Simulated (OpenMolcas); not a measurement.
**OC: electronic states by CASSCF, CASPT2 and spin–orbit RASSI**

Which states of OC lie lowest, and how does spin–orbit coupling split them?

The runs use OpenMolcas 26.06; SA-CASSCF(8,7), XMS-CASPT2, RASSI; ANO-RCC-VTZP.

All values are calculated.

## (1) The job

C2 symmetry about the axis (a holds Σ, Δ, Γ; b holds Π, Φ, H; Σ⁺ and Σ⁻ are not told apart); roots by multiplicity and irrep: 1a 1, 3b 2, 3a 3, 1b 2.

Active shells: O 2p, C 2s 2p.

m.inp reads:

```
&GATEWAY
Coord
2
angstrom
O 0.0 0.0 0.0
C 0.0 0.0 1.1300
Basis=ANO-RCC-VTZP
Group=XY
RX2C
AMFI
ANGMom
0.0 0.0 0.0
RICD
&SEWARD
&GUESSORB
&RASSCF
FileOrb=$CurrDir/o11.orb
Symmetry=1
Spin=1
nActEl=8 0 0
Inactive=3 0
RAS2=3 4
CIRoot=1 1 1
Linear
Iterations=120 100
OrbListing=Nothing
PRWF=0.15
>>COPY $Project.RasOrb $CurrDir/o11.orb
>>COPY $Project.rasscf.h5 $CurrDir/r11.h5
&CASPT2
XMultistate=all
Imaginary=0.2
IPEA=0.25
MaxIter=40
>>COPY $Project.JobMix JOB001
&RASSCF
FileOrb=$CurrDir/o32.orb
Symmetry=2
Spin=3
nActEl=8 0 0
Inactive=3 0
RAS2=3 4
CIRoot=2 2 1
Linear
Iterations=120 100
OrbListing=Nothing
PRWF=0.15
>>COPY $Project.RasOrb $CurrDir/o32.orb
>>COPY $Project.rasscf.h5 $CurrDir/r32.h5
&CASPT2
XMultistate=all
Imaginary=0.2
IPEA=0.25
MaxIter=40
>>COPY $Project.JobMix JOB002
&RASSCF
FileOrb=$CurrDir/o31.orb
Symmetry=1
Spin=3
nActEl=8 0 0
Inactive=3 0
RAS2=3 4
CIRoot=3 3 1
Linear
Iterations=120 100
OrbListing=Nothing
PRWF=0.15
>>COPY $Project.RasOrb $CurrDir/o31.orb
>>COPY $Project.rasscf.h5 $CurrDir/r31.h5
&CASPT2
XMultistate=all
Imaginary=0.2
IPEA=0.25
MaxIter=40
>>COPY $Project.JobMix JOB003
&RASSCF
FileOrb=$CurrDir/o12.orb
Symmetry=2
Spin=1
nActEl=8 0 0
Inactive=3 0
RAS2=3 4
CIRoot=2 2 1
Linear
Iterations=120 100
OrbListing=Nothing
PRWF=0.15
>>COPY $Project.RasOrb $CurrDir/o12.orb
>>COPY $Project.rasscf.h5 $CurrDir/r12.h5
&CASPT2
XMultistate=all
Imaginary=0.2
IPEA=0.25
MaxIter=40
>>COPY $Project.JobMix JOB004
&RASSI
Nr of JobIphs=4 1 2 3 2
1
1 2
1 2 3
1 2
SpinOrbit
EJob
Omega
MEES
MESO
Properties=4
'AngMom' 3 'Mltpl  1' 1 'Mltpl  1' 2 'Mltpl  1' 3
Thrs=1.0d-4
>>COPY $Project.rassi.h5 $CurrDir/so.h5
```

Each module block was a call of its own in one work directory; start orbitals came from a preliminary run.

Started as:

```bash
pymolcas m.inp
```

## (2) CASSCF and CASPT2, block by block

Output, in excerpt, cut to the lines that bear on the results:

```text
[...]
      Number of active orbitals                  7
[...]
      Spin quantum number                      0.0
[...]
      Active orbitals                            3   4
[...]
      printout of CI-coefficients larger than  0.15 for root  1
      energy=    -112.983656
      conf/sym  111 2222     Coeff  Weight
           130  022 0022   0.97143 0.94369
      Natural orbitals and occupation numbers for root  1
      sym 1:   0.019388   1.991227   1.981294
      sym 2:   0.048492   0.048492   1.955553   1.955553
      RASSCF energy for state  1                   -112.98365592
::    RASSCF root number  1 Total energy:   -112.98365592
[...]
      Number of CSFs                           254
[...]
      E2 (Variational):          -0.2203612171
[...]
      Natural orbitals and occupation numbers for root  1
      sym 1:   0.016531   1.980178   1.002535
      sym 2:   1.014961   0.075537   1.984210   1.926048
      Natural orbitals and occupation numbers for root  2
      sym 1:   0.016531   1.980178   1.002535
[...]
::    RASSCF root number  1 Total energy:   -112.72811190
[...]
      Natural orbitals and occupation numbers for root  2
      sym 1:   0.014351   1.987677   1.973696
      sym 2:   0.519721   0.519721   1.492417   1.492417
      Natural orbitals and occupation numbers for root  3
      sym 1:   0.014351   1.987677   1.973696
      sym 2:   0.519721   0.519721   1.492416   1.492417
      RASSCF energy for state  3                   -112.61408367
::    RASSCF root number  1 Total energy:   -112.64920977
[...]
::    XMS-CASPT2 Root  3     Total energy:   -112.86334066
[...]
      Natural orbitals and occupation numbers for root  1
      sym 1:   0.020732   1.956103   1.020169
      sym 2:   1.029484   0.063798   1.968316   1.941398
      Natural orbitals and occupation numbers for root  2
      sym 1:   0.020732   1.956103   1.020169
      sym 2:   0.063798   1.029484   1.941398   1.968316
      RASSCF energy for state  2                   -112.62680966
::    RASSCF root number  1 Total energy:   -112.62680966
::    RASSCF root number  2 Total energy:   -112.62680966
[...]
      E2 (Variational):          -0.2684262384
      Total energy:            -112.8952358996
      Reference weight:           0.93009
[...]
::    XMS-CASPT2 Root  1     Total energy:   -112.89523590
[...]
```

Spin-free states (degenerate pairs once); dipoles are positive if C is the positive end.

| state | CASSCF root of the same rank (eV) | XMS-CASPT2 (eV) | μ of the rotated CASSCF state (D) |
| --- | --- | --- | --- |
| (1)1Σ | 0.00 | 0.000 | -0.33 |
| (1)3Π | 6.95 | 6.093 | 1.39 |
| (1)1Π | 9.71 | 8.402 | 0.42 |
| (1)3Σ | 9.10 | 8.409 | -1.99 |
| (1)3Δ | 10.06 | 9.270 | -1.75 |

XMS-CASPT2 splits the two components of a degenerate state by up to 5 cm⁻¹ here, an artefact of the lowered symmetry; the lower one is listed, and the split carries into the Ω levels (unreadable Ω is marked ?).

State-averaged natural occupations by block (full and empty orbitals left out): 1a: 0.02 1.99 1.98 0.05 0.05 1.96 1.96; 3b: 0.02 1.98 1.00 0.55 0.55 1.95 1.95; 3a: 0.01 1.99 1.98 0.52 0.52 1.49 1.49; 1b: 0.02 1.96 1.02 0.55 0.55 1.95 1.95. Reference weights run from 0.930 to 0.952.

## (3) From Λ–S states to Ω levels

RASSI output, in excerpt, cut to the lines that bear on the results:

```text
[...]
   Eigenvalues of complex Hamiltonian:
  (Shifted by EMIN (a.u.) =       -113.2040171335)
 SO State       Relative EMIN(au)   Rel lowest level(eV)    D:o, cm**(-1)      Omega
     1            -0.0000002230        0.0000000000              0.0000         0.0
     2             0.2236954614        6.0870696689          49095.5279         0.0
     3             0.2236957560        6.0870776843          49095.5925         0.0
     4             0.2239138237        6.0930116102          49143.4529         1.0
     5             0.2239138247        6.0930116376          49143.4531         1.0
     6             0.2241331199        6.0989789621          49191.5828         2.0
     7             0.2241331198        6.0989789620          49191.5828         2.0
     8             0.3087527725        8.4015970130          67763.4499         1.0
     9             0.3087527868        8.4015974032          67763.4530         1.0
    10             0.3090322872        8.4092029980          67824.7963         0.0
    11             0.3090606505        8.4099748025          67831.0213         1.0
    12             0.3090606520        8.4099748424          67831.0216         1.0
    13             0.3405672424        9.2673128419          74745.9189         3.0
    14             0.3405672424        9.2673128419          74745.9189         3.0
[...]
```

It took 17 s on 1 thread of Arm Neoverse V1, shared host.

Levels:

| Ω | energy (cm⁻¹) | parentage | f from lowest |
| --- | --- | --- | --- |
| 0 | 0 | 100% (1)1Σ | 0 |
| 0 | 49096 | 100% (1)3Π | 0 |
| 0 | 49096 | 100% (1)3Π | 0 |
| 1 | 49143 | 100% (1)3Π | 0 |
| 2 | 49192 | 100% (1)3Π | 0 |
| 1 | 67763 | 91% (1)1Π + 9% (1)3Σ | 0.2 |
| 0 | 67825 | 100% (1)3Σ | 0 |
| 1 | 67831 | 91% (1)3Σ + 9% (1)1Π | 0.02 |
| 3 | 74746 | 100% (1)3Δ | 0 |
| 2 | 74765 | 100% (1)3Δ | 0 |
| 1 | 74789 | 100% (1)3Δ | 0 |

## (4) Along the bond: spin-free states

The same input was run at the other distances; those logs are left out. Energies in eV from the lowest point of the curves kept (curves with gaps or mixed symmetry are left out, so lower ones can be missing). Curves are followed by energy order within each symmetry, so they can change character at crossings; Σ⁺ and Σ⁻ are counted together.

```tsv
R (Å)	(1)1Σ	(1)3Π	(1)1Π
0.972	2.318	9.866	12.423
1.028	0.855	7.842	10.327
1.079	0.206	6.729	9.132
1.130	0.000	6.093	8.402
1.187	0.134	5.801	7.996
1.243	0.521	5.806	7.872
1.322	1.316	6.110	8.000
1.424	2.534	6.797	8.432
1.582	4.450	8.015	9.275
```

## (5) Along the bond: spin–orbit levels

Energies in eV from the lowest point of the curves kept (curves with gaps or mixed symmetry are left out, so lower ones can be missing). Curves are followed by energy order within each symmetry, so they can change character at crossings; levels whose Ω could not be read are left out of the count.

```tsv
R (Å)	(1)Ω=0	(1)Ω=1	(2)Ω=2	(3)Ω=1
0.972	2.318	9.866	15.149	14.232
1.028	0.855	7.842	12.300	11.393
1.079	0.206	6.729	10.512	9.627
1.130	0.000	6.093	9.270	8.410
1.187	0.134	5.801	8.358	7.996
1.243	0.521	5.806	7.805	7.809
1.322	1.316	6.110	7.440	7.444
1.424	2.534	6.730	7.413	7.418
1.582	4.450	7.246	8.020	8.016
```

All 13 distances took 3.5 min on 1 thread of Arm Neoverse V1, shared host; 4 of them failed the checks on weights, roots and symmetry and are left out.

## (6) Outcome

| quantity | value |
| --- | --- |
| lowest spin-free state | (1)1Σ |
| next spin-free state | (1)3Π, 6.093 eV |
| lowest level | Ω = 0, 100 % (1)1Σ |
| next level | Ω = 0, 49096 cm⁻¹ |
| lowering by spin–orbit coupling | 0 cm⁻¹ |

What this shows: At 1.130 Å the lowest computed level has Ω = 0 and is 100 % (1)1Σ. Only the spin multiplicities and numbers of roots in the input were computed, so the list of states is not complete and the lowest one found need not be the ground state; labels number the states computed.
